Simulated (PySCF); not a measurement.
# C2H5B: the cost of one run

Computed with PySCF 2.14.0, with density-fitted response routines of our own, on a single molecule in the gas phase. Atoms are numbered from 0 throughout.

## 1. Starting geometry

8 atoms, charge 0, multiplicity 1; geometry from: PBE0-D3(BJ)/def2-SVP.

Bonds of the start (Å): B0–C1 1.54, C1–C2 1.35, B0–H3 1.21, B0–H4 1.21, C1–H5 1.10, C2–H6 1.10, C2–H7 1.10.

## 2. Nuclear shieldings: PBE0/6-31G*

The job: settings as JSON, then the geometry in Å.

```
{"job": {"kind": "nmr", "xc": "PBE0", "basis": "6-31G*", "pop": true}, "charge": 0, "multiplicity": 1}
B      1.239421     0.026824    -0.138870
C     -0.186073    -0.546888    -0.015551
C     -1.262353     0.259040    -0.092256
H      2.222176    -0.672322    -0.044090
H      1.377903     1.214444    -0.334274
H     -0.361038    -1.617902     0.146455
H     -1.144581     1.336674    -0.253296
H     -2.291024    -0.109310     0.001005
```

Level: GIAO PBE0/6-31G* NMR shielding, non-relativistic, gas phase.

Run with:

```
$ OMP_NUM_THREADS=1 python probes_run.py task.json out
```

The driver reads the jobs from task.json and runs them one after another.

Q: Estimate the wall time and peak memory of this first job on 1 thread of Arm Neoverse V1, shared host.

About 2.3 s, with a peak of 0.32 GiB.
